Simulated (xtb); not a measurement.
xtb input (GFN2-xTB):

```bash
xtb mol.xyz --gfn 2 --ohess tight --chrg -1 --uhf 0
```
mol.xyz:
```
4

C      0.17039899     0.15312500     0.18651639
H     -0.47657505    -0.45640141     0.79880764
H      0.80657379    -0.46129480    -0.50256776
H     -0.44031401     0.78537839    -0.46775912
```

End of the output:

```
   ------------------------------------------------------------------------

         :::::::::::::::::::::::::::::::::::::::::::::::::::::
         ::                  THERMODYNAMIC                  ::
         :::::::::::::::::::::::::::::::::::::::::::::::::::::
         :: total free energy          -3.709916775852 Eh   ::
         ::.................................................::
         :: total energy               -3.718308181132 Eh   ::
         :: zero point energy           0.026571168511 Eh   ::
         :: G(RRHO) w/o ZPVE           -0.018179763232 Eh   ::
         :: G(RRHO) contrib.            0.008391405279 Eh   ::
         :::::::::::::::::::::::::::::::::::::::::::::::::::::

optimized geometry written to: xtbopt.xyz

           -------------------------------------------------
Note: The following floating-point exceptions are signalling: IEEE_DENORMAL
normal termination of xtb
          | TOTAL ENERGY               -3.718308181132 Eh   |
          | TOTAL ENTHALPY             -3.687943070533 Eh   |
          | TOTAL FREE ENERGY          -3.709916775852 Eh   |
          | GRADIENT NORM               0.000150454570 Eh/α |
          | HOMO-LUMO GAP              11.746151524242 eV   |
           -------------------------------------------------

------------------------------------------------------------------------
------------------------------------------------------------------------
 total:
 SCF:
 ANC optimizer:
 analytical hessian:
```

Whether it binds its extra electron was not tested at this geometry.
